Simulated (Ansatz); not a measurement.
Predict the output of the script below (Ansatz's Python interface).

Contents of `b2fh3.xyz`:
```text
6

B    -0.40680    0.14540   -0.68800
B     0.41960   -0.26360    0.62880
F     0.66520    0.70000    1.66000
H    -0.60540   -0.58390   -1.55690
H    -0.85570    1.28950   -0.81260
H     0.82520   -1.35150    0.72260
```

The script, `run_cas.py`:
```python
"""Active-space calculation on B2FH3."""

import ansatz as az

system = az.Crystal.molecule_from_extxyz("b2fh3.xyz")

calculation = (
    system.calculation()
    .basis(gaussian="6-31G*")
    .correlation(active_electrons=4, active_orbitals=4)  # correlation on top of the mean field
)
for method in [None]:
    report = (calculation if method is None else calculation.correlation(method)).run(threads=1, backend="cpu").report
    space = report["configurations"]
    state = space["states"][0]
    print(method or "casscf", f"total {report['free_energy_ev'] / 27.211386246:.6f} Ha, active-space state {state['energy']['hartree']:.6f} Ha, mean field {report['reference_energy_ev'] / 27.211386246:.6f} Ha")
    print("  determinants", state["n_determinants"], " natural occupations", [round(n, 3) for n in space["natural_occupations"]])
```

```console
$ python run_cas.py
casscf total -150.587091 Ha, active-space state -150.587091 Ha, mean field -150.530869 Ha
  determinants 36  natural occupations [1.98, 1.978, 0.022, 0.02]
```

Reading the output:
- Total energies depend on the basis set; only differences at equal settings carry meaning.
- The geometry is a force-field or estimated start, not a minimum of this method, and the basis set is short of its limit. The active space starts as a window about the frontier orbitals and is then optimised, not chosen by chemistry.
- It ran for 1.4 s on 1 thread of Arm Neoverse V2, on a shared host, peak memory 0.15 GiB.
